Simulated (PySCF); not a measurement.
A survey of 19F NMR shifts

[PySCF: shieldings: GIAO PBE0/pcSseg-1; PBE0-D3(BJ)/def2-SVP structure; fast rotation and ring inversion assumed for equivalent nuclei; isolated molecule; non-relativistic Hamiltonian; one conformer]

Shieldings were converted by a linear fit to measured shifts: 19F (scatter 6.8 ppm rms vs CFCl3, solution or neat liquid, with a term for F on sp3 carbon). A few per cent of atoms miss by over 2 rms, more outside the fitted compound classes.

Give the 19F shifts of `FCF`, `C[C@]1(F)CC1(F)F`, `C=CF`, `FCC(F)(F)C(F)(F)F`.

Results:


```
                                               compound                           environment  δ (ppm)
                                                    FCF          fluorine of a CF2 group (×2)   -133.6
         [CH3:1][C@:2]1([F:3])[CH2:4][C:5]1([F:6])[F:7]           F7: fluorine of a CF2 group   -136.1
         [CH3:1][C@:2]1([F:3])[CH2:4][C:5]1([F:6])[F:7]           F6: fluorine of a CF2 group   -140.7
         [CH3:1][C@:2]1([F:3])[CH2:4][C:5]1([F:6])[F:7]         F3: fluorine on an sp3 carbon   -185.0
                                                   C=CF                      vinylic fluorine   -103.7
[F:1][CH2:2][C:3]([F:4])([F:5])[C:6]([F:7])([F:8])[F:9]  F7/8/9: fluorine of a CF3 group (×3)    -85.4
[F:1][CH2:2][C:3]([F:4])([F:5])[C:6]([F:7])([F:8])[F:9]    F4/5: fluorine of a CF2 group (×2)   -130.6
[F:1][CH2:2][C:3]([F:4])([F:5])[C:6]([F:7])([F:8])[F:9]         F1: fluorine on an sp3 carbon   -248.1
```
